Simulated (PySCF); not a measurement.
Question: Give a GFN2-xTB geometry of `C=[C]OCC` [radical]. (Doublet state.)

Answer: 
```
atom  x, y, z in Å
C1     2.4539    0.0239   -0.1072
C2     1.6151    0.1737    0.8841
O3     0.3306    0.2646    1.0912
C4    -0.5927   -0.4298    0.2314
C5    -1.9045    0.3339    0.2202
H6     3.5079   -0.0928    0.0703
H7     2.1671    0.1043   -1.1572
H8    -0.7338   -1.4432    0.6267
H9    -0.1674   -0.4992   -0.7746
H10   -2.6279   -0.1874   -0.4012
H11   -1.7516    1.3347   -0.1756
H12   -2.2955    0.4167    1.2306
```

Any rigid rotation of these coordinates is as good. Atoms count from 1 in this order. The 2 C–C bonds span 1.307 Å (C1=C2, drawn double) to 1.518 Å (C4–C5, drawn single), a spread of 0.211 Å. O3 (oxygen bonded to 2 C) is bent (angle 120.2°). C1 (carbon bonded to C and 2 H) is planar (angles 123.5°, 121.1° and 115.1°, sum 359.7°, 0.03 Å off the plane of its three neighbours). Of the pairs four or more bonds apart, C1···H9 is among the closest relative to their van der Waals radii: 2.76 Å, 95 % of the sum of Bondi's values.

Bonds between heavy atoms (Å): C1=C2 1.307, C2–O3 1.304, O3–C4 1.440, C4–C5 1.518.

The geometry is computed with GFN2-xTB (gas phase). This method treats the open shell by occupation alone, without spin polarisation.

Point group: C1 (no symmetry element, even within 0.4 Å). Not checked by GFN2-xTB frequencies. Torsions: C1–C2–O3–C4 31°, C2–O3–C4–C5 -152°.

One conformer stands for the species.
